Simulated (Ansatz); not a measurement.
FH (charge +1), a ladder of basis sets

Computed with Ansatz 0.2.0, Python API.

Script `run_basis.py`:
```python
"""How the energy of FH(+) converges with the basis."""

import ansatz as az


def main() -> None:
    geometry = (
        az.Crystal.molecule()
        .atom("H", [0.0, 0.0, 0.0])
        .atom("F", [0.0, 0.0, 1.035])
    )

    calc = (
        geometry.calculation()
        .functional("pbe0")
        .charge(1)
        .spin("collinear", total=1)
    )

    energies = {}
    for basis in ["STO-3G", "6-31G", "6-31G*", "def2-SVP", "def2-SVPD", "def2-TZVP", "def2-TZVPP"]:
        data = calc.basis(gaussian=basis).run(threads=1).report
        size = data["n_frozen"] + data["n_occupied"][0] + data["n_virtual"][0]
        energies[basis] = (data["reference_energy_ev"] / 27.211386246, data["free_energy_ev"] / 27.211386246)
        print(f"{basis:14s} {size:4d} orbitals  reference {energies[basis][0]:14.6f} Ha  total {energies[basis][1]:14.6f} Ha")

    last = energies["def2-TZVPP"][1]
    for basis, (_, total) in energies.items():
        print(f"{basis:14s} lies {27.211386 * (total - last):9.4f} eV above def2-TZVPP")


if __name__ == "__main__":
    main()
```

Running `python run_basis.py` prints:
```text
STO-3G            6 orbitals  reference     -98.424853 Ha  total     -98.424853 Ha
6-31G            11 orbitals  reference     -99.741830 Ha  total     -99.741830 Ha
6-31G*           17 orbitals  reference     -99.759493 Ha  total     -99.759493 Ha
def2-SVP         19 orbitals  reference     -99.684950 Ha  total     -99.684950 Ha
def2-SVPD        31 orbitals  reference     -99.687977 Ha  total     -99.687977 Ha
def2-TZVP        37 orbitals  reference     -99.808848 Ha  total     -99.808848 Ha
def2-TZVPP       45 orbitals  reference     -99.810200 Ha  total     -99.810200 Ha
STO-3G         lies   37.6972 eV above def2-TZVPP
6-31G          lies    1.8604 eV above def2-TZVPP
6-31G*         lies    1.3798 eV above def2-TZVPP
def2-SVP       lies    3.4082 eV above def2-TZVPP
def2-SVPD      lies    3.3258 eV above def2-TZVPP
def2-TZVP      lies    0.0368 eV above def2-TZVPP
def2-TZVPP     lies    0.0000 eV above def2-TZVPP
```

Against STO-3G: 6-31G -1317.0 mHa, 6-31G* -1334.6 mHa, def2-SVP -1260.1 mHa, def2-SVPD -1263.1 mHa, def2-TZVP -1384.0 mHa and def2-TZVPP -1385.3 mHa. The last step alone is -1.35 mHa (these two sets differ little on atoms other than hydrogen).

What to keep in mind:
- These settings explore the input space; basis and method may be short of convergence.
- The geometry is a force-field or estimated start, not a minimum of this method, and the last set is no limit. Much of the fall in a total is atomic energy, which cancels in bond and reaction energies.
- The species is open-shell (spin multiplicity 2).
- Totals across families of basis sets mostly measure their core functions.
- Timing: 3.3 s on 1 thread of Arm Neoverse N1 (shared host), peak memory 0.14 GiB.
